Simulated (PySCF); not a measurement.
Potential energy surface of H2O, singlet: symmetric bend, bond length relaxed. Scanned: H-O-H angle. Other coordinates (O-H bond length) were minimised at PBE0/def2-TZVP.

Levels: r2SCAN/cc-pVTZ (PySCF); MP2 on RHF/cc-pVTZ, 1 core orbital frozen (PySCF); CAM-B3LYP/cc-pVTZ (PySCF); CCSD(T) on RHF/cc-pVTZ, 1 core orbital frozen (PySCF).

Energies relative to the lowest point of each profile, in kJ/mol:

```json
[
 {"a / °": "180", "r2SCAN": "130.5", "MP2": "138.3", "CAM-B3LYP": "124.0"},
 {"a / °": "170", "r2SCAN": "125.0", "MP2": "132.3", "CAM-B3LYP": "118.6"},
 {"a / °": "160", "r2SCAN": "109.5", "MP2": "115.4", "CAM-B3LYP": "103.3"},
 {"a / °": "150", "r2SCAN": "86.6", "MP2": "91.0", "CAM-B3LYP": "80.9"},
 {"a / °": "140", "r2SCAN": "60.2", "MP2": "63.1", "CAM-B3LYP": "55.3"},
 {"a / °": "130", "r2SCAN": "34.6", "MP2": "36.4", "CAM-B3LYP": "30.7"},
 {"a / °": "120", "r2SCAN": "13.8", "MP2": "14.8", "CAM-B3LYP": "11.1"},
 {"a / °": "110", "r2SCAN": "1.3", "MP2": "1.8", "CAM-B3LYP": "0.0"},
 {"a / °": "100", "r2SCAN": "0.0", "MP2": "0.0", "CAM-B3LYP": "0.0"},
 {"a / °": "90", "r2SCAN": "12.1", "MP2": "11.5", "CAM-B3LYP": "13.4"},
 {"a / °": "70", "r2SCAN": "83.3", "MP2": "81.4", "CAM-B3LYP": "87.1"},
 {"a / °": "60", "r2SCAN": "145.4", "MP2": "143.8", "CAM-B3LYP": "150.6"}
]
```

**Question.** Predict the corresponding CCSD(T) column.

**Answer.** 180: 141.1; 170: 135.0; 160: 117.7; 150: 92.7; 140: 64.2; 130: 36.9; 120: 15.0; 110: 1.7; 100: 0.0; 90: 11.9; 70: 83.1; 60: 145.8 (kJ/mol).
